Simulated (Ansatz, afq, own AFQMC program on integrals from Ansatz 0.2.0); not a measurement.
**SiHO, doublet: AFQMC among the cluster methods**

```xyz
3

Si    0.0000    0.0310    0.6323
O     0.0000   -0.0988   -1.0129
H     0.0000    0.7057   -1.5397
```

Connectivity, by distances: Si–OH.

Basis cc-pVDZ. Only valence electrons are correlated. AFQMC by an in-house program on the Cholesky factors that Ansatz 0.2.0 writes for its CCSD(T) run. ph-AFQMC/CISD is guided by a CISD state made of CCSD amplitudes; releasing the constraint for a short imaginary time cuts its bias at the price of noise, slowly where states lie close. Free AFQMC starts from the CCSD state and is never constrained. Its projection time is finite, and what remains of the start isn't in its error. Uncertainties: one standard error, sampling alone.

Determinant: UHF, the one that the program's search chose, which needn't be the lowest solution. The geometry is a point of a scan.

No full CI on the walks' own integrals is used here; CCSDT(Q) serves as the reference and is uncertain by about the last step of the cluster series.

* T1 diagnostic: 0.0207
* weight of the determinant in the CISD state: 0.888
* ⟨S²⟩ of the determinant: 0.770
* size of the correlated space: 11 electrons in 31 orbitals

```json
{"level": "MP2", "correlation energy (eV)": "-6.8477"}
{"level": "CCSD", "correlation energy (eV)": "-7.3762"}
{"level": "CCSD(T)", "correlation energy (eV)": "-7.5609"}
```

(1) Estimate where phaseless AFQMC with a CISD trial lies against CCSD(T) on the same integrals.

(1) 2.4 ± 1.8 kJ/mol below CCSD(T). The gap is under twice the noise, so this walk alone can't tell the two apart.

Reference: CCSDT(Q), correlation energy -7.600 eV. The released energy is read at 2.40 1/Eh (meV from the phaseless value at times in 1/Eh: -6 ± 15 at 0.24, -26 ± 15 at 0.51, -27 ± 12 at 0.99, -38 ± 19 at 1.62, -23 ± 22 at 2.40).

```json
{"level": "CCSD(T)", "E − E(reference) (kJ/mol)": "3.7", "share of correlation (%)": "99.49"}
{"level": "CCSDT", "E − E(reference) (kJ/mol)": "2.2", "share of correlation (%)": "99.71"}
{"level": "ph-AFQMC/HF", "E − E(reference) (kJ/mol)": "2.3 ± 8.3", "share of correlation (%)": "99.68"}
{"level": "ph-AFQMC/CISD", "E − E(reference) (kJ/mol)": "1.3 ± 1.8", "share of correlation (%)": "99.82"}
{"level": "released AFQMC", "E − E(reference) (kJ/mol)": "-0.9 ± 2.1", "share of correlation (%)": "100.12"}
{"level": "free AFQMC", "E − E(reference) (kJ/mol)": "0.6 ± 1.3", "share of correlation (%)": "99.92"}
```

Free projections are given only where their last times agree within the noise and don't stop above the reference; a slow remainder of the start can still hide under it. A walk keeps the symmetry of its determinant, which the program's search chose and which needn't be the lowest solution, so a lower state of the same spin and another symmetry isn't excluded. Released energies are given only where the last usable release times agree within the noise; a slower fall can still hide under it.
